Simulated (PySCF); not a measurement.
```xyz
5

C     -0.0244    -0.0302    -0.0224
O      1.3260     0.0635     0.1219
H     -0.5057    -0.0311     0.9879
H     -0.4127     0.9116    -0.4857
H     -0.3915    -0.9055    -0.6058
```

Charge 0, multiplicity 2.

Question: Give the Mulliken and meta-Löwdin atomic charges from TPSS-D3(BJ)/def2-TZVP // TPSS-D3(BJ)/def2-SVP run with PySCF 2.14.0.

Answer: 
```csv
atom,Mulliken (e),meta-Löwdin (e)
C1,-0.18,-0.09
O2,-0.23,-0.27
H3,0.15,0.14
H4,0.15,0.14
H5,0.11,0.09
```
